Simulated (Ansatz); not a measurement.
SiH3⁺, triplet: stretch scan

Starting geometry (PBE0/def2-TZVP stationary point for this spin, not checked as a minimum):

```yaml
atoms:
  - { symbol: Si, position_ang: [0.0000, 0.0677, -0.0787] }
  - { symbol: H, position_ang: [0.0000, -1.2255, -0.8234] }
  - { symbol: H, position_ang: [0.4393, -0.3298, 1.5083] }
  - { symbol: H, position_ang: [-0.4393, -0.3298, 1.5083] }
```

From there H2 moves along the line of the two atoms named below, all else staying in place; atoms are numbered as listed. Energies are in kJ/mol, counted from the starting geometry at the same level. Kohn–Sham curves are unrestricted where that lies lower.

Basis cc-pVDZ; Ansatz 0.2.0. Correlated methods freeze the noble-gas cores.

A value is left out where its run failed or describes another state than the reference as far as symmetry and spin tell, or, spin-broken singlets apart, can't be checked.

In so small a basis the reference is far from its limit while semilocal and hybrid functionals are nearer theirs (RPA and double hybrids share much of the reference's basis error), so the functionals' errors here hold much of the reference's basis and frozen-core error, which can add to them or hide them.

Full CI is exact within this basis and frozen core; it isn't the basis-set limit.

```json
{"distance Si1-H2 (Å)": "1.211", "full CI": "104.9", "PBE": "113.2", "r2SCAN": "105.6", "B97M-V": "105.0", "PBE0": "107.9", "B3LYP": "106.8", "wB97M-V": "104.2", "B2PLYP": "104.0", "PBE-QIDH": "102.2", "RPA-PBE": "107.1"}
{"distance Si1-H2 (Å)": "1.333", "full CI": "28.3", "PBE": "33.4", "r2SCAN": "28.7", "B97M-V": "29.7", "PBE0": "30.0", "B3LYP": "30.1", "wB97M-V": "28.5", "B2PLYP": "28.1", "PBE-QIDH": "26.4", "RPA-PBE": "29.8"}
{"distance Si1-H2 (Å)": "1.492", "full CI": "0.0", "PBE": "0.0", "r2SCAN": "0.0", "B97M-V": "0.0", "PBE0": "0.0", "B3LYP": "0.0", "wB97M-V": "0.0", "B2PLYP": "0.0", "PBE-QIDH": "0.0", "RPA-PBE": "0.0"}
{"distance Si1-H2 (Å)": "1.644", "full CI": "13.3", "PBE": "8.3", "r2SCAN": "13.1", "B97M-V": "9.9", "PBE0": "12.1", "B3LYP": "10.6", "wB97M-V": "12.4", "B2PLYP": "13.1", "PBE-QIDH": "16.3", "RPA-PBE": "11.6"}
{"distance Si1-H2 (Å)": "1.834", "full CI": "51.8", "PBE": "41.8", "r2SCAN": "52.2", "B97M-V": "44.8", "PBE0": "50.2", "B3LYP": "45.1", "wB97M-V": "49.4", "B2PLYP": "51.2", "PBE-QIDH": "59.8", "RPA-PBE": "48.4"}
{"distance Si1-H2 (Å)": "2.073", "full CI": "101.6", "PBE": "88.1", "r2SCAN": "102.8", "B97M-V": "92.8", "PBE0": "100.0", "B3LYP": "90.2", "wB97M-V": "95.9", "B2PLYP": "99.6", "PBE-QIDH": "114.2", "RPA-PBE": "96.9"}
{"distance Si1-H2 (Å)": "2.352", "full CI": "138.2", "PBE": "124.7", "r2SCAN": "143.5", "B97M-V": "130.9", "PBE0": "137.4", "B3LYP": "125.1", "wB97M-V": "127.5", "B2PLYP": "134.2", "PBE-QIDH": "151.0", "RPA-PBE": "131.0"}
{"distance Si1-H2 (Å)": "2.713", "full CI": "156.2", "PBE": "147.7", "r2SCAN": "173.5", "B97M-V": "154.9", "PBE0": "160.6", "B3LYP": "147.4", "wB97M-V": "146.5", "B2PLYP": "154.0", "PBE-QIDH": "170.6", "RPA-PBE": "148.5"}
{"distance Si1-H2 (Å)": "3.363", "full CI": "163.6", "PBE": "166.1", "r2SCAN": "–", "B97M-V": "169.6", "PBE0": "178.1", "B3LYP": "164.8", "wB97M-V": "161.0", "B2PLYP": "167.2", "PBE-QIDH": "182.1", "RPA-PBE": "160.5"}
{"distance Si1-H2 (Å)": "3.963", "full CI": "165.4", "PBE": "173.8", "r2SCAN": "204.2", "B97M-V": "176.4", "PBE0": "184.7", "B3LYP": "171.7", "wB97M-V": "165.7", "B2PLYP": "171.4", "PBE-QIDH": "185.4", "RPA-PBE": "163.7"}
{"distance Si1-H2 (Å)": "5.098", "full CI": "166.3", "PBE": "177.0", "r2SCAN": "208.2", "B97M-V": "180.7", "PBE0": "188.3", "B3LYP": "175.5", "wB97M-V": "168.3", "B2PLYP": "173.1", "PBE-QIDH": "186.8", "RPA-PBE": "153.1"}
```
